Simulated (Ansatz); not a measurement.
C$_{8}$H$_{18}$, SMILES `CCCCCC(C)C`. The species carries charge 0 and has multiplicity 1. The structure was optimised at the PBE0-D4/def2-TZVP level. It is one conformer, not always the lowest.

```xyz
26

C    -1.995    1.087    3.006
C    -0.595    0.700    2.563
C    -0.565    0.036    1.197
C     0.836   -0.344    0.747
C     0.891   -1.106   -0.570
C     0.312   -0.386   -1.787
C     0.999    0.948   -2.046
C     0.401   -1.281   -3.014
H    -2.646    0.210    3.064
H    -1.990    1.562    3.990
H    -2.451    1.788    2.302
H    -0.148    0.024    3.302
H     0.045    1.590    2.544
H    -1.197   -0.862    1.215
H    -1.024    0.711    0.465
H     1.452    0.561    0.684
H     1.301   -0.962    1.524
H     1.935   -1.365   -0.789
H     0.363   -2.060   -0.450
H    -0.750   -0.189   -1.595
H     0.873    1.644   -1.213
H     2.073    0.806   -2.201
H     0.595    1.428   -2.941
H    -0.050   -0.805   -3.889
H     1.445   -1.502   -3.258
H    -0.110   -2.234   -2.850
```

(1) What is the dipole moment at B3LYP/def2-TZVPP? (An estimate is asked.)

(2) And with PBE, r2SCAN, ωB97M-V? (Estimate.)

(3) Give the Mulliken charges with B3LYP, ωB97M-V, PBE in def2-TZVPP. (Estimate.)

## Answers

(1) Ansatz gave: 0.09 D, with components (-0.04, 0.00, 0.09) D in this frame, pointing from negative to positive charge.

(2) The calculation gave: PBE 0.10 D, r2SCAN 0.10 D, ωB97M-V 0.09 D.

(3) The calculation gave: 
```json
{"atom": "C1", "B3LYP": "-0.26", "ωB97M-V": "-0.32", "PBE": "-0.26"}
{"atom": "C2", "B3LYP": "-0.08", "ωB97M-V": "-0.15", "PBE": "-0.08"}
{"atom": "C3", "B3LYP": "-0.09", "ωB97M-V": "-0.14", "PBE": "-0.09"}
{"atom": "C4", "B3LYP": "-0.09", "ωB97M-V": "-0.22", "PBE": "-0.08"}
{"atom": "C5", "B3LYP": "-0.13", "ωB97M-V": "-0.20", "PBE": "-0.12"}
{"atom": "C6", "B3LYP": "0.10", "ωB97M-V": "-0.06", "PBE": "0.09"}
{"atom": "C7", "B3LYP": "-0.28", "ωB97M-V": "-0.31", "PBE": "-0.27"}
{"atom": "C8", "B3LYP": "-0.27", "ωB97M-V": "-0.32", "PBE": "-0.27"}
{"atom": "H9", "B3LYP": "0.07", "ωB97M-V": "0.09", "PBE": "0.07"}
{"atom": "H10", "B3LYP": "0.08", "ωB97M-V": "0.10", "PBE": "0.08"}
{"atom": "H11", "B3LYP": "0.07", "ωB97M-V": "0.09", "PBE": "0.07"}
{"atom": "H12", "B3LYP": "0.05", "ωB97M-V": "0.08", "PBE": "0.05"}
{"atom": "H13", "B3LYP": "0.05", "ωB97M-V": "0.08", "PBE": "0.05"}
{"atom": "H14", "B3LYP": "0.05", "ωB97M-V": "0.09", "PBE": "0.05"}
{"atom": "H15", "B3LYP": "0.05", "ωB97M-V": "0.08", "PBE": "0.05"}
{"atom": "H16", "B3LYP": "0.05", "ωB97M-V": "0.10", "PBE": "0.05"}
{"atom": "H17", "B3LYP": "0.06", "ωB97M-V": "0.10", "PBE": "0.05"}
{"atom": "H18", "B3LYP": "0.05", "ωB97M-V": "0.10", "PBE": "0.05"}
{"atom": "H19", "B3LYP": "0.05", "ωB97M-V": "0.10", "PBE": "0.05"}
{"atom": "H20", "B3LYP": "0.03", "ωB97M-V": "0.07", "PBE": "0.03"}
{"atom": "H21", "B3LYP": "0.08", "ωB97M-V": "0.10", "PBE": "0.07"}
{"atom": "H22", "B3LYP": "0.07", "ωB97M-V": "0.11", "PBE": "0.07"}
{"atom": "H23", "B3LYP": "0.08", "ωB97M-V": "0.10", "PBE": "0.07"}
{"atom": "H24", "B3LYP": "0.08", "ωB97M-V": "0.10", "PBE": "0.07"}
{"atom": "H25", "B3LYP": "0.07", "ωB97M-V": "0.10", "PBE": "0.07"}
{"atom": "H26", "B3LYP": "0.08", "ωB97M-V": "0.10", "PBE": "0.07"}
```

B3LYP here is the variant with VWN-RPA as its local correlation; programs differ in this.
